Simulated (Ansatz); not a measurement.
A made-up structure of MgSiH$_{3}$S (charge +1), closed shell:

```xyz
6
angstrom
Mg -2.0448 -0.0896 -0.9855
Si 0.5044 0.2162 -0.1162
S 1.0994 -0.5768 1.6896
H 1.3966 -1.7530 2.3042
H 1.6754 0.9015 -0.7276
H 2.3826 -0.1629 1.6419
```

It is relaxed with PBE-D4/def2-SVP and then PBE0-D4/def2-TZVP (Ansatz 0.2.0). Atoms count as bonded within 1.22 times the sum of their covalent radii (H–H: 0.88 Å). The end point is not checked to be a true minimum.

(1) Does its bonding change? (Judge from chemistry; the calculation decides.)

Results:

(1) Computed: No: no bond forms or breaks.

Where it ends: The first stage lowers the energy by 2.32 eV in 23 steps. It ends as MgSiH₃S ([Mg][SiH][SH2]), total charge +1:
```xyz
6
angstrom
Mg -1.7449 0.2929 -0.4722
Si 0.8459 0.7676 -0.1574
S 1.1041 -0.8596 1.5818
H 2.3900 -1.1760 1.3257
H 0.9950 -0.4418 -1.0814
H 1.4235 -0.0478 2.6098
```

Labels in which every atom is bracketed show which atoms are joined, not bond orders.

For scale, one of the runs: PBE0-D4/def2-TZVP relaxation, 124 basis functions, launched by `ansatz run in.yaml --threads 2 --pin off --events-out ev --progress --plain --max-ram 4352MiB`. Hardware: 2 CPU threads of an Arm Neoverse V1, shared host. Wall time about 14 s.
